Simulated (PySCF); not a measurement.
These 2 structures share the formula C5H8O. The calculation used PBE0-D3(BJ)/def2-SVP geometry optimisation, gas phase in PySCF. One conformer each; no zero-point energy, no entropy. No frequencies were run at this level. Point groups hold within 0.08 Å.

Question: Order them by energy at this level, lowest first, and give relative energies in kcal/mol.
A. `[CH:1]#[C:2][C:3]([CH3:4])([CH3:5])[OH:6]` with C2–C3–O6–H 56° (2-methyl-3-butyn-2-ol)
B. `[O:1]=[C:2]1[CH2:3][CH2:4][CH2:5][CH2:6]1` with O1–C2–C3–C4 168°, C2–C3–C4–C5 31°, C3–C4–C5–C6 -38°, C4–C5–C6–C2 31° (cyclopentanone)

Answer: B (0.0), A (54.8).

As drawn, the lower has a C=O bond, which the higher lacks; the higher has a C≡C bond and an O–H bond, which the lower lacks.

```
     SMILES      E (Eh)  E rel (kcal/mol)  dipole (D)  point group     A, B, C (MHz)
  O=C1CCCC1  -270.07321               0.0        2.87           C2  6675, 3366, 2421
C#CC(C)(C)O  -269.98585              54.8        1.30            –  4829, 2771, 2703
```

Question: How do the relative energies change in single points at PBE0/pcSseg-1 (no added dispersion term) on the same geometries?

Answer: 
```tsv
SMILES	PBE0-D3(BJ)/def2-SVP (kcal/mol)	PBE0/pcSseg-1 (kcal/mol)	shift
O=C1CCCC1	0.0	0.0	0.0
C#CC(C)(C)O	54.8	51.3	-3.5
```

Each column counts from its own lowest isomer. The order is unchanged; the largest shift is 3.5 kcal/mol.
